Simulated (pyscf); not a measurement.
Elementary routes open to `[NH2][Al]` [singlet] + `[H][H]` in the gas phase (singlet surface):
A. `[NH2][AlH2]` (H–H broken; Al–H, Al–H formed)
B. `[AlH]` [singlet] + `[NH3]` (Al–N, H–H broken; Al–H, H–N formed)

Optimised with ωB97X-D3(BJ)/def2-SVP in PySCF.

Rank the routes by free-energy barrier at 900 K, lowest first, for ωB97M-D3(BJ)/def2-TZVP energies (ideal gas, 1 atm, RRHO with modes under 100 cm⁻¹ raised to 100, one conformer, R ln 2 for chiral ones without a mode under 150 cm⁻¹).

B (56.4 kcal/mol), A (77.7 kcal/mol)

Route B is the fastest of these, ahead of the next by 21.2 kcal/mol. The most stable products are those of A (ΔG = +2.5 kcal/mol), whose barrier is 21.2 kcal/mol higher: the kinetic and the thermodynamic product differ. At 298 K B is still the fastest. B: On the product side the descent ends in an adduct with a Al–N contact, 17.2 kcal/mol under the separated species and 23.4 kcal/mol under the saddle at ωB97X-D3(BJ)/def2-TZVP. Only these routes are compared; each barrier is that of the saddle found, and lower ones may exist. One closed-shell reference is unstable to symmetry breaking; treat the single-reference values with care.
